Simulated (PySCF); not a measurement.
# Relaxation of triplet Cl4

Level of theory: PySCF, UPBE0, basis Cl def2-SVP (no relativity, density fitting). A (50,194) grid was used.

A start at or just off a symmetric point, pushed along the force that breaks its symmetry, of C2v symmetry, free to break it:

```xyz
4
charge 0 multiplicity 3, angstrom
Cl   -0.0750    0.0000    0.0000
Cl    2.4391    0.0001    0.0000
Cl   -1.1822    2.0508    0.0000
Cl   -1.1820   -2.0509    0.0000
```

Optimiser trace:
| step | E − E(last) (kJ/mol) | largest gradient (Eh/bohr) |
| --- | --- | --- |
| 0 | 55.84 | 0.04671 |
| 1 | 22.94 | 0.02854 |
| 2 | 3.63 | 0.00728 |
| 3 | 1.83 | 0.00281 |
| 4 | 1.41 | 0.00209 |
| 5 | 0.68 | 0.00110 |
| 6 | 0.12 | 0.00079 |
| 7 | 0.01 | 0.00013 |
| 8 | 0.00 | 0.00005 |

It ends at C2v with Cl–Cl 2.216 Å (×2); Cl–Cl–Cl 149.1° (after a last refinement on a finer grid). The molecule has come apart into Cl₃ + Cl. No frequency check is given, so it may be a saddle point.

Final geometry:
Coordinates in bohr (charge 0 multiplicity 3):
```
Cl   -1.0072    0.0013    0.0000
Cl    5.2542   -0.0068    0.0000
Cl   -2.1183    4.0380    0.0000
Cl   -2.1287   -4.0325    0.0000
```

The relaxation took of the order of 70 core-seconds on a shared host.
